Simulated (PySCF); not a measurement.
A GIAO shielding run with PySCF 2.14.0 with density-fitted response routines (density fitting, non-relativistic, gas phase) on SMILES C(F)(F)(F)F, CF$_{4}$:

```
$ OMP_NUM_THREADS=1 python probes_run.py task.json out

{"job": {"kind": "nmr", "xc": "CAM-B3LYP", "basis": "pcSseg-2", "pop": false}, "charge": 0, "multiplicity": 1}
F      0.395217     1.098342    -0.607495
C      0.006781    -0.006829    -0.007546
F     -0.505313    -0.831577    -0.895570
F      1.039348    -0.576436     0.573918
F     -0.902453     0.282530     0.898792
```

Hardware: 1 thread of an Arm Neoverse V2, shared host.

(1) How large is the calculation?

(2) How long does it take, and how much memory does it need?

(3) And these other runs on the same molecule and hardware: GIAO shielding at BHandHLYP/pcSseg-2; GIAO shielding at LC-wPBE/pcSseg-2; GIAO shielding at PBE0/6-31G; GIAO shielding at PBE0/STO-3G; GIAO shielding at WP04/pcSseg-2; GIAO shielding at wB97X-D/pcSseg-2?

Results:

(1) 42 electrons, 180 basis functions and 488 auxiliary functions.

(2) 11 s of wall time, with 12 SCF cycles and 5 response iterations; peak memory 0.81 GiB. Times on a shared host scatter by some tens of per cent.

(3) BHandHLYP/pcSseg-2: 180 functions, 8.1 s; LC-wPBE/pcSseg-2: 180 functions, 13 s; PBE0/6-31G: 45 functions, 2 s; PBE0/STO-3G: 25 functions, 0.95 s; WP04/pcSseg-2: 180 functions, 8.5 s; wB97X-D/pcSseg-2: 180 functions, 11 s.
